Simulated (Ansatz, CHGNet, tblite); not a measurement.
# Elastic constant C11 of rock-salt KBr: levels of theory against measurement

Reference value: 34.8 GPa (measured, temperature not stated, not corrected to a static lattice; as tabulated in Oses et al. (2018), arXiv:1811.08464).

```json
[
 {"level (code)": "GFN2-xTB (tblite)", "value (GPa)": "19.1", "cell (Å³/atom)": "41.10", "difference (%)": "-45"},
 {"level (code)": "CHGNet 0.3.0 (CHGNet)", "value (GPa)": "31.0", "cell (Å³/atom)": "37.96", "difference (%)": "-10.9"},
 {"level (code)": "PBE (Ansatz)", "value (GPa)": "30.3", "cell (Å³/atom)": "37.68", "difference (%)": "-12.9"},
 {"level (code)": "r²SCAN (Ansatz)", "value (GPa)": "38.6", "cell (Å³/atom)": "36.08", "difference (%)": "+10.9"},
 {"level (code)": "HSE06 (Ansatz)", "value (GPa)": "32.5", "cell (Å³/atom)": "37.02", "difference (%)": "-6.6"}
]
```

The reference's temperature isn't stated, so close values are not ranked against it. Off by more than 25 % (a bound picked here): GFN2-xTB (-45 %).

The reference has no zero-point or thermal correction, while the calculations are for a static lattice, so the differences are not the levels' errors alone. A static lattice is as a rule stiffer than a warm one, by over a tenth in soft solids.  GFN2-xTB: the method was fitted mainly to molecules. GFN2-xTB: the run uses a supercell at the zone centre in place of a k mesh. Each level is taken at its own relaxed cell. Cutoffs differ between the levels. Ansatz's density-functional and Hartree–Fock values are scalar-relativistic unless marked +SOC, with PAW data made under PBE.

Machine-learned potentials (CHGNet 0.3.0) are trained on DFT data, which may include these solids.

Differences are worked out from the printed values.

Ansatz is a first-principles code.
